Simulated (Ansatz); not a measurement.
## Al–NH–P, triplet: vertical spin and charge gaps

Geometry (PBE0/def2-TZVP stationary point for this spin, not checked as a minimum):

```yaml
atoms:
  - { symbol: Al, position_ang: [0.0000, 0.1944, 1.6318] }
  - { symbol: P, position_ang: [0.0000, 0.1961, -1.4254] }
  - { symbol: N, position_ang: [0.0000, -0.6861, 0.0149] }
  - { symbol: H, position_ang: [0.0000, -1.6967, -0.0856] }
```

Basis cc-pVTZ; Ansatz 0.2.0. Correlated methods freeze the noble-gas cores. Prefix R: restricted or restricted open-shell reference; prefix U: unrestricted.

Gaps are energies of the second state less the first, at fixed atoms, for a selection of the levels run; each method lands on the state that its own search finds for that charge and spin.

Unrestricted rows (U, and Kohn–Sham where it breaks symmetry) aren't spin-pure: their determinants' ⟨S²⟩ exceeds S(S+1) by up to 0.31, so they mix in states of higher spin. A value is left out where its run failed or describes another state than the reference as far as symmetry and spin tell, or, spin-broken singlets apart, can't be checked.

Removing an electron, to the doublet: 7.260 eV at UCCSDT(Q).

```json
{"level": "RHF", "gap (eV)": "7.139", "error (meV)": "-121", "⟨S²⟩ where 0.1 over S(S+1) (first / second)": "– / –"}
{"level": "UHF", "gap (eV)": "7.122", "error (meV)": "-138", "⟨S²⟩ where 0.1 over S(S+1) (first / second)": "– / 1.06"}
{"level": "RMP2", "gap (eV)": "7.304", "error (meV)": "44", "⟨S²⟩ where 0.1 over S(S+1) (first / second)": "– / –"}
{"level": "UMP2", "gap (eV)": "7.556", "error (meV)": "296", "⟨S²⟩ where 0.1 over S(S+1) (first / second)": "– / 1.06"}
{"level": "RCCSD", "gap (eV)": "7.325", "error (meV)": "65", "⟨S²⟩ where 0.1 over S(S+1) (first / second)": "– / –"}
{"level": "UCCSD", "gap (eV)": "7.331", "error (meV)": "71", "⟨S²⟩ where 0.1 over S(S+1) (first / second)": "– / 1.06"}
{"level": "RCCSD(T)", "gap (eV)": "7.274", "error (meV)": "14", "⟨S²⟩ where 0.1 over S(S+1) (first / second)": "– / –"}
{"level": "UCCSD(T)", "gap (eV)": "7.295", "error (meV)": "35", "⟨S²⟩ where 0.1 over S(S+1) (first / second)": "– / 1.06"}
{"level": "BCCD(T)", "gap (eV)": "7.278", "error (meV)": "18", "⟨S²⟩ where 0.1 over S(S+1) (first / second)": "– / –"}
{"level": "RCCSDT", "gap (eV)": "7.276", "error (meV)": "16", "⟨S²⟩ where 0.1 over S(S+1) (first / second)": "– / –"}
{"level": "UCCSDT", "gap (eV)": "7.277", "error (meV)": "17", "⟨S²⟩ where 0.1 over S(S+1) (first / second)": "– / 1.06"}
{"level": "RCCSDT(Q)", "gap (eV)": "7.264", "error (meV)": "4", "⟨S²⟩ where 0.1 over S(S+1) (first / second)": "– / –"}
{"level": "PBE", "gap (eV)": "7.328", "error (meV)": "68", "⟨S²⟩ where 0.1 over S(S+1) (first / second)": "– / –"}
{"level": "r2SCAN", "gap (eV)": "7.549", "error (meV)": "289", "⟨S²⟩ where 0.1 over S(S+1) (first / second)": "– / –"}
{"level": "PBE0", "gap (eV)": "7.503", "error (meV)": "243", "⟨S²⟩ where 0.1 over S(S+1) (first / second)": "– / –"}
{"level": "B3LYP", "gap (eV)": "7.384", "error (meV)": "124", "⟨S²⟩ where 0.1 over S(S+1) (first / second)": "– / –"}
{"level": "wB97M-V", "gap (eV)": "7.245", "error (meV)": "-15", "⟨S²⟩ where 0.1 over S(S+1) (first / second)": "– / –"}
{"level": "B2PLYP", "gap (eV)": "7.274", "error (meV)": "14", "⟨S²⟩ where 0.1 over S(S+1) (first / second)": "– / –"}
{"level": "RPA-PBE", "gap (eV)": "7.411", "error (meV)": "151", "⟨S²⟩ where 0.1 over S(S+1) (first / second)": "– / –"}
```

Problem. PBE gives 8.507 eV for removing an electron, to the quartet. Estimate what UCCSDT(Q) gives in cc-pVTZ.

Solution. UCCSDT(Q) in cc-pVTZ gives 8.663 eV, so against it PBE is off by -0.156 eV, of which a good part can be the reference's own basis and frozen-core error.

| level | gap (eV) | error (meV) |
| --- | --- | --- |
| RHF | 7.724 | -939 |
| UHF | 7.702 | -961 |
| RMP2 | 8.470 | -193 |
| UMP2 | 8.435 | -228 |
| RCCSD | 8.670 | 7 |
| UCCSD | 8.667 | 4 |
| RCCSD(T) | 8.675 | 12 |
| UCCSD(T) | 8.675 | 12 |
| BCCD(T) | 8.679 | 16 |
| RCCSDT | 8.670 | 7 |
| UCCSDT | 8.669 | 6 |
| RCCSDT(Q) | 8.668 | 5 |
| r2SCAN | 8.414 | -249 |
| PBE0 | 8.589 | -74 |
| B3LYP | 8.693 | 30 |
| wB97M-V | 8.755 | 92 |
| B2PLYP | 8.594 | -69 |
| RPA-PBE | 8.882 | 219 |

Quintet less triplet: 2.667 eV at UCCSDT(Q).

```json
{"level": "RMP2", "gap (eV)": "2.483", "error (meV)": "-184"}
{"level": "UCCSD", "gap (eV)": "2.644", "error (meV)": "-23"}
{"level": "UCCSD(T)", "gap (eV)": "2.666", "error (meV)": "-1"}
{"level": "RCCSDT", "gap (eV)": "2.667", "error (meV)": "0"}
{"level": "UCCSDT", "gap (eV)": "2.665", "error (meV)": "-2"}
{"level": "RCCSDT(Q)", "gap (eV)": "2.669", "error (meV)": "2"}
{"level": "r2SCAN", "gap (eV)": "2.364", "error (meV)": "-303"}
{"level": "PBE0", "gap (eV)": "2.534", "error (meV)": "-133"}
{"level": "B3LYP", "gap (eV)": "2.789", "error (meV)": "122"}
{"level": "RPA-PBE", "gap (eV)": "2.634", "error (meV)": "-33"}
```

Full CI isn't at hand for all of this; UCCSDT(Q) serves as the reference, and is uncertain by the last step of the cluster series or more. The frozen core follows each run's orbitals, which can shift R against U totals by a few meV.
